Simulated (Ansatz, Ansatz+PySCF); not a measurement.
```yaml
atoms:
  - { symbol: N, position_ang: [0.0000, 0.0000, -0.5201] }
  - { symbol: O, position_ang: [0.0000, 0.0000, 0.4551] }
```

RHF on singlet NO(+) was run in several spherical basis sets with Ansatz (development build ahead of 0.2.0). Caution for RHF: no unrestricted run beside it, a lower state can exist.

Task: Rank the basis sets by the total energy that they give, lowest first, with the distance from the lowest.
A. cc-pVTZ
B. 6-31G(d)
C. def2-SVP
D. STO-3G
E. 6-31G
F. def2-TZVP
G. cc-pVDZ

Result: F (0.00 eV), A (0.19 eV), G (1.38 eV), B (2.07 eV), C (4.78 eV), E (5.17 eV), D (51.00 eV).

Totals follow the description of the cores as much as that of the bonds, so this order isn't one of quality for chemistry.
